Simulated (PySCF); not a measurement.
Start geometry of nitrogen trifluoride (`FN(F)F`) from GFN2-xTB (Å):
```
atom  x, y, z in Å
F1    -0.518    1.080   -0.149
N2    -0.004   -0.002    0.425
F3    -0.703   -1.023   -0.159
F4     1.263   -0.080   -0.151
```

Problem. What comes out of this run: PySCF, PBE0-D3(BJ)/def2-SVP geometry optimisation, gas phase?

Solution. 
```
atom  x, y, z in Å
F1    -0.551    1.073   -0.166
N2     0.008   -0.003    0.433
F3    -0.644   -1.033   -0.151
F4     1.226   -0.062   -0.149
```

The energy falls by 4.5 kJ/mol over 6 energy and gradient evaluations, the largest force component goes from 0.0233 to 3.6e-04 Eh/bohr, and the atoms move by 0.028 Å rms after alignment. The bond that changes most is N2–F4 (ends: nitrogen bonded to 3 F; fluorine bonded to N), which shortens by 0.043 Å. Bonds longer at the end by more than 0.005 Å: 1 of 3; shorter: 2. Rotational constants go from 11110, 10321, 5813 to 10968, 10954, 5985 MHz. The orientation of the end geometry is arbitrary; only internal coordinates are fixed.

The run used 56 basis functions and 40 SCF cycles in all. On AMD EPYC 7R32, one thread, shared host with 96 logical CPUs at a one-minute load of 13, this took 5.7 s wall, 4.5 s CPU and 0.27 GiB of memory at its peak.

Stationary, but not proved a minimum.
